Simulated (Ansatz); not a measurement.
Species, as SMILES: [C-]#[NH+] (C-NH).
Atoms: C1, N2, H3. Bonds: C1-N2, N2-H3.

Basis-set convergence of the optimised N2-H3 bond length at PBE with Ansatz (a first-principles code). Cartesian d functions, on some or all atoms, in 6-31G**; all else is spherical. The program fits the integrals of some runs and decomposes those of others, by size. Core-valence sets carry the plain set on hydrogen. No added dispersion term, no relativity. Reference: the value in aug-pcseg-3, 1.0052 Å. Deviations are taken from unrounded values.

```csv
basis,functions,optimised N2-H3 bond length (Å),minus reference (Å)
3-21G,20,1.0109,0.0058
6-31G,20,1.0066,0.0014
def2-SV(P),30,1.0126,0.0074
6-31G**,35,1.0066,0.0014
def2-SVPD,48,1.0104,0.0052
aug-pcseg-1,55,1.0098,0.0047
"6-311++G(2d,2p)",64,1.0051,0.0000
cc-pVTZ,74,1.0051,0.0000
pcseg-2,74,1.0055,0.0003
def2-TZVPP,76,1.0054,0.0003
def2-TZVPD,83,1.0066,0.0014
"6-311++G(3df,3pd)",96,1.0057,0.0006
cc-pCVTZ,100,1.0054,0.0002
aug-cc-pVTZ,115,1.0056,0.0004
aug-pcseg-2,115,1.0055,0.0004
def2-QZVPPD,159,1.0052,0.0000
aug-cc-pVQZ,206,1.0052,0.0000
aug-pcseg-3,219,1.0052,0.0000
```
